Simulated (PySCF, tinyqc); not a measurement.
RHF in the sto-3g basis, for OH-, spin multiplicity 1, step by step (part 2 of 2). The basis has no diffuse functions, so it cannot describe the extra electron: this is an exercise in the method, not the real anion. The lowest restricted solution is unstable here: a spin-polarised one lies 0.0144 hartree lower (PySCF). Computed by tinyqc, a small Python program that keeps every step (integrals from PySCF). Command: `OMP_NUM_THREADS=1 python tinyqc.py 27799 27800 out.jsonl` (the two numbers bound the seeds that draw the settings). One thread of a shared host (Intel(R) Xeon(R) Processor @ 2.60GHz), about 0.07 s of CPU time with the checks.

Geometry (angstrom):
```
atom         x         y         z
O     0.000000  0.000000  0.000000
H     0.000000  0.000000  1.714000
```

## Iteration 4: building the Fock matrix

D after iteration 3:
```
            1O 1s      1O 2s    1O 2px    1O 2py     1O 2pz      2H 1s
1O 1s    2.119670  -0.507185  0.000000  0.000000   0.010622   0.038964
1O 2s   -0.507185   2.152233  0.000000  0.000000  -0.068765  -0.229382
1O 2px   0.000000   0.000000  2.000000  0.000000   0.000000   0.000000
1O 2py   0.000000   0.000000  0.000000  2.000000   0.000000   0.000000
1O 2pz   0.010622  -0.068765  0.000000  0.000000   0.293802   0.673686
2H 1s    0.038964  -0.229382  0.000000  0.000000   0.673686   1.547168
```

core Hamiltonian H = T + V (hartree):
```
             1O 1s      1O 2s     1O 2px     1O 2py     1O 2pz      2H 1s
1O 1s   -31.923993  -7.424170   0.000000   0.000000  -0.004841  -0.304349
1O 2s    -7.424170  -8.552519   0.000000   0.000000  -0.061092  -0.847496
1O 2px    0.000000   0.000000  -6.750719   0.000000   0.000000   0.000000
1O 2py    0.000000   0.000000   0.000000  -6.750719   0.000000   0.000000
1O 2pz   -0.004841  -0.061092   0.000000   0.000000  -6.776886  -0.724040
2H 1s    -0.304349  -0.847496   0.000000   0.000000  -0.724040  -2.932654
```

Two-electron integrals (ij|kl) in chemists' order, unique and non-zero (hartree):
```
(11|11) 4.785065   (21|11) 0.741380   (21|21) 0.136873   (22|11) 1.118947
(22|21) 0.256633   (22|22) 0.817206   (31|31) 0.024477   (32|31) 0.037809
(32|32) 0.180518   (33|11) 1.115814   (33|21) 0.256684   (33|22) 0.817023
(33|33) 0.880159   (41|41) 0.024477   (42|41) 0.037809   (42|42) 0.180518
(43|43) 0.047444   (44|11) 1.115814   (44|21) 0.256684   (44|22) 0.817023
(44|33) 0.785270   (44|44) 0.880159   (51|51) 0.024477   (52|51) 0.037809
(52|52) 0.180518   (53|53) 0.047444   (54|54) 0.047444   (55|11) 1.115814
(55|21) 0.256684   (55|22) 0.817023   (55|33) 0.785270   (55|44) 0.785270
(55|55) 0.880159   (61|11) 0.030466   (61|21) 0.005582   (61|22) 0.010417
(61|33) 0.010402   (61|44) 0.010402   (61|51) 0.000236   (61|52) 0.000449
(61|55) 0.010447   (61|61) 0.000230   (62|11) 0.094731   (62|21) 0.022091
(62|22) 0.080853   (62|33) 0.079476   (62|44) 0.079476   (62|51) 0.001611
(62|52) 0.013837   (62|55) 0.083525   (62|61) 0.000918   (62|62) 0.011246
(63|31) 0.002038   (63|32) 0.012846   (63|53) 0.002717   (63|63) 0.001420
(64|41) 0.002038   (64|42) 0.012846   (64|54) 0.002717   (64|64) 0.001420
(65|11) 0.079689   (65|21) 0.018791   (65|22) 0.073546   (65|33) 0.070635
(65|44) 0.070635   (65|51) 0.003108   (65|52) 0.023632   (65|55) 0.079283
(65|61) 0.000803   (65|62) 0.012460   (65|65) 0.015061   (66|11) 0.308236
(66|21) 0.072946   (66|22) 0.307075   (66|33) 0.299214   (66|44) 0.299214
(66|51) 0.004765   (66|52) 0.058856   (66|55) 0.322666   (66|61) 0.003027
(66|62) 0.061305   (66|65) 0.078792   (66|66) 0.774606
```

nuclear repulsion = 2.46990530 hartree

J_ij = sum D_kl (ij|kl), K_ij = sum D_kl (ik|jl); F = H + J - 0.5 K; E = tr D H + tr D J / 2 - 0.25 tr D K + E_nn.

Coulomb J (hartree):
```
            1O 1s     1O 2s    1O 2px    1O 2py    1O 2pz     2H 1s
1O 1s   17.133220  3.215605  0.000000  0.000000  0.006159  0.131319
1O 2s    3.215605  7.916336  0.000000  0.000000  0.092565  0.799528
1O 2px   0.000000  0.000000  7.947236  0.000000  0.000000  0.000000
1O 2py   0.000000  0.000000  0.000000  7.947236  0.000000  0.000000
1O 2pz   0.006159  0.092565  0.000000  0.000000  7.831419  0.747335
2H 1s    0.131319  0.799528  0.000000  0.000000  0.747335  3.800642
```

exchange K (hartree):
```
           1O 1s     1O 2s    1O 2px    1O 2py    1O 2pz     2H 1s
1O 1s   9.790897  1.648486  0.000000  0.000000  0.000937  0.073267
1O 2s   1.648486  2.564405  0.000000  0.000000  0.006751  0.294634
1O 2px  0.000000  0.000000  2.271319  0.000000  0.000000  0.000000
1O 2py  0.000000  0.000000  0.000000  2.271319  0.000000  0.000000
1O 2pz  0.000937  0.006751  0.000000  0.000000  0.969947  0.389457
2H 1s   0.073267  0.294634  0.000000  0.000000  0.389457  1.308887
```

Fock matrix F (hartree):
```
             1O 1s      1O 2s    1O 2px    1O 2py     1O 2pz      2H 1s
1O 1s   -19.686222  -5.032808  0.000000  0.000000   0.000849  -0.209663
1O 2s    -5.032808  -1.918386  0.000000  0.000000   0.028098  -0.195285
1O 2px    0.000000   0.000000  0.060858  0.000000   0.000000   0.000000
1O 2py    0.000000   0.000000  0.000000  0.060858   0.000000   0.000000
1O 2pz    0.000849   0.028098  0.000000  0.000000   0.569559  -0.171434
2H 1s    -0.209663  -0.195285  0.000000  0.000000  -0.171434   0.213545
```

total energy of this density = -73.95524018 hartree

## Iteration 4: DIIS over 4 matrices

error matrix X^T (FDS - SDF) X:
```
           1          2         3         4          5         6
1   0.000000  -0.112786  0.000000  0.000000  -0.059016  0.028364
2   0.112786   0.000000  0.000000  0.000000  -0.022718  0.065024
3   0.000000   0.000000  0.000000  0.000000   0.000000  0.000000
4   0.000000   0.000000  0.000000  0.000000   0.000000  0.000000
5   0.059016   0.022718  0.000000  0.000000   0.000000  0.028311
6  -0.028364  -0.065024  0.000000  0.000000  -0.028311  0.000000
```

B (overlaps of the stored error matrices):
```
                1               2               3               4
1   1.6579179e-01  -2.0379852e-03  -2.3920645e-03   1.0959848e-04
2  -2.0379852e-03   3.4225313e-01   4.7147529e-01   5.5117522e-03
3  -2.3920645e-03   4.7147529e-01   6.6372524e-01  -3.2801696e-03
4   1.0959848e-04   5.5117522e-03  -3.2801696e-03   4.5107714e-02
```

Minimise |sum c_i e_i|^2 with sum c_i = 1: solve [B -1; -1 0][c; lambda] = [0; -1] with B_ij = tr e_i^T e_j, and take F = sum c_i F_i.

DIIS coefficients: 0.188642  0.607213  -0.381034  0.585179

extrapolated F (hartree):
```
             1O 1s      1O 2s    1O 2px    1O 2py     1O 2pz      2H 1s
1O 1s   -19.907417  -5.029348  0.000000  0.000000   0.000735  -0.209335
1O 2s    -5.029348  -1.903961  0.000000  0.000000   0.010338  -0.182874
1O 2px    0.000000   0.000000  0.081343  0.000000   0.000000   0.000000
1O 2py    0.000000   0.000000  0.000000  0.081343   0.000000   0.000000
1O 2pz    0.000735   0.010338  0.000000  0.000000   0.370018  -0.124995
2H 1s    -0.209335  -0.182874  0.000000  0.000000  -0.124995   0.206234
```

## Iteration 4: diagonalisation and new density

X:
```
                1          2         3          4          5         6
1O 1s   -0.667078   0.457307  0.000000   0.000000  -0.395761  0.499171
1O 2s    0.802510  -0.209798  0.000000   0.000000  -0.209195  0.589683
1O 2px   0.000000   0.000000  0.993374  -0.114928   0.000000  0.000000
1O 2py   0.000000   0.000000  0.114928   0.993374   0.000000  0.000000
1O 2pz   0.243896   0.709108  0.000000   0.000000   0.650760  0.185463
2H 1s   -0.485874  -0.618425  0.000000   0.000000   0.524499  0.381733
```

Diagonalise F' = X^T F X, C = X C', fill 5 alpha and 5 beta electrons from the bottom; D = 2 C_occ C_occ^T. Each column has its largest component positive (the first on a tie).

F' = X^T F X (hartree):
```
           1          2         3         4          5          6
1  -4.589023   4.069145  0.000000  0.000000  -4.068885   5.773134
2   4.069145  -2.839074  0.000000  0.000000   3.582675  -5.044220
3   0.000000   0.000000  0.081343  0.000000   0.000000   0.000000
4   0.000000   0.000000  0.000000  0.081343   0.000000   0.000000
5  -4.068885   3.582675  0.000000  0.000000  -3.782176   5.847880
6   5.773134  -5.044220  0.000000  0.000000   5.847880  -8.717853
```

orbital energies (hartree): MO1 -19.912991, MO2 -0.672913, MO3 0.081343, MO4 0.081343, MO5 0.142527, MO6 0.515250

coefficients C:
```
              MO1        MO2        MO3       MO4        MO5        MO6
1O 1s    0.995691  -0.259095   0.000000  0.000000   0.028858  -0.023599
1O 2s    0.017644   1.021314   0.000000  0.000000  -0.147315   0.120126
1O 2px   0.000000   0.000000  -0.181533  0.983385   0.000000   0.000000
1O 2py   0.000000   0.000000   0.983385  0.181533   0.000000   0.000000
1O 2pz   0.000126  -0.008513   0.000000  0.000000   0.513278   0.869872
2H 1s   -0.001309   0.047775   0.000000  0.000000   0.795653  -0.635606
```

D after iteration 4:
```
            1O 1s      1O 2s    1O 2px    1O 2py     1O 2pz      2H 1s
1O 1s    2.118729  -0.502602  0.000000  0.000000   0.034287   0.018559
1O 2s   -0.502602   2.130192  0.000000  0.000000  -0.168612  -0.136884
1O 2px   0.000000   0.000000  2.000000  0.000000   0.000000   0.000000
1O 2py   0.000000   0.000000  0.000000  2.000000   0.000000   0.000000
1O 2pz   0.034287  -0.168612  0.000000  0.000000   0.527054   0.815968
2H 1s    0.018559  -0.136884  0.000000  0.000000   0.815968   1.270695
```

Within a degenerate level the vectors are fixed only up to a rotation; this is one choice.

## Iteration 9 (converged): orbitals

converged F (hartree):
```
             1O 1s      1O 2s    1O 2px    1O 2py     1O 2pz      2H 1s
1O 1s   -19.661614  -5.028046  0.000000  0.000000  -0.007439  -0.209424
1O 2s    -5.028046  -1.901715  0.000000  0.000000   0.040096  -0.203333
1O 2px    0.000000   0.000000  0.076746  0.000000   0.000000   0.000000
1O 2py    0.000000   0.000000  0.000000  0.076746   0.000000   0.000000
1O 2pz   -0.007439   0.040096  0.000000  0.000000   0.568902  -0.177273
2H 1s    -0.209424  -0.203333  0.000000  0.000000  -0.177273   0.194914
```

As before.

F' = X^T F X (hartree):
```
           1          2         3         4          5          6
1  -4.427834   4.077752  0.000000  0.000000  -3.952624   5.711660
2   4.077752  -2.665708  0.000000  0.000000   3.626261  -4.950689
3   0.000000   0.000000  0.076746  0.000000   0.000000   0.000000
4   0.000000   0.000000  0.000000  0.076746   0.000000   0.000000
5  -3.952624   3.626261  0.000000  0.000000  -3.697305   5.805775
6   5.711660  -4.950689  0.000000  0.000000   5.805775  -8.661519
```

orbital energies (hartree): MO1 -19.669465, MO2 -0.658247, MO3 0.076746, MO4 0.076746, MO5 0.137339, MO6 0.738007

coefficients C:
```
              MO1        MO2        MO3       MO4        MO5        MO6
1O 1s    0.994824  -0.261305   0.000000  0.000000   0.034431  -0.027940
1O 2s    0.021061   1.016216   0.000000  0.000000  -0.171258   0.130605
1O 2px   0.000000   0.000000   0.962208  0.272316   0.000000   0.000000
1O 2py   0.000000   0.000000  -0.272316  0.962208   0.000000   0.000000
1O 2pz   0.000530  -0.029764   0.000000  0.000000   0.409384   0.922888
2H 1s   -0.001627   0.072114   0.000000  0.000000   0.863205  -0.537602
```

D after iteration 9:
```
            1O 1s      1O 2s    1O 2px    1O 2py     1O 2pz      2H 1s
1O 1s    2.118282  -0.500973  0.000000  0.000000   0.044801   0.018517
1O 2s   -0.500973   2.124937  0.000000  0.000000  -0.200692  -0.149162
1O 2px   0.000000   0.000000  2.000000  0.000000   0.000000   0.000000
1O 2py   0.000000   0.000000  0.000000  2.000000   0.000000   0.000000
1O 2pz   0.044801  -0.200692  0.000000  0.000000   0.336963   0.702470
2H 1s    0.018517  -0.149162  0.000000  0.000000   0.702470   1.500652
```

Within a degenerate level the vectors are fixed only up to a rotation; this is one choice.

## Convergence

Stop when the energy changes by less than 1e-09 hartree and every element of the error matrix X^T (F D S - S D F) X is below 9e-06.

Course of the cycle:
```
iteration   E (hartree)     change  largest element of the error matrix
1          -31.49695742          -                             2.16e-01
2          -72.92595958  -4.14e+01                             2.45e-01
3          -73.03352017  -1.08e-01                             3.84e-01
4          -73.95524018  -9.22e-01                             1.13e-01
5          -73.94565443   9.59e-03                             1.33e-01
6          -73.96585065  -2.02e-02                             4.99e-03
7          -73.96588581  -3.52e-05                             7.26e-05
8          -73.96588581  -6.69e-09                             1.43e-05
9          -73.96588581  -1.77e-10                             8.41e-06
```

PySCF RHF in the same basis = -73.96588581 hartree

Converged in 9 iterations.

## Populations, bond orders and dipole

overlap S:
```
           1O 1s     1O 2s    1O 2px    1O 2py    1O 2pz     2H 1s
1O 1s   1.000000  0.236704  0.000000  0.000000  0.000000  0.009616
1O 2s   0.236704  1.000000  0.000000  0.000000  0.000000  0.133785
1O 2px  0.000000  0.000000  1.000000  0.000000  0.000000  0.000000
1O 2py  0.000000  0.000000  0.000000  1.000000  0.000000  0.000000
1O 2pz  0.000000  0.000000  0.000000  0.000000  1.000000  0.139427
2H 1s   0.009616  0.133785  0.000000  0.000000  0.139427  1.000000
```

Mulliken: Z minus the diagonal of D S on the atom; Loewdin: the same with S^(1/2) D S^(1/2); Mayer order: 2 sum_s sum (D(s) S)_ij (D(s) S)_ji over the two atoms.

Charges (e):
```
atom   Mulliken    Loewdin
1O    -0.421182  -0.426205
2H    -0.578818  -0.573795
```

Mayer bond orders:
```
pair     order
2-1   0.664970
```

dipole moment about the origin, x y z (debye): 0.000000  0.000000  -4.292014
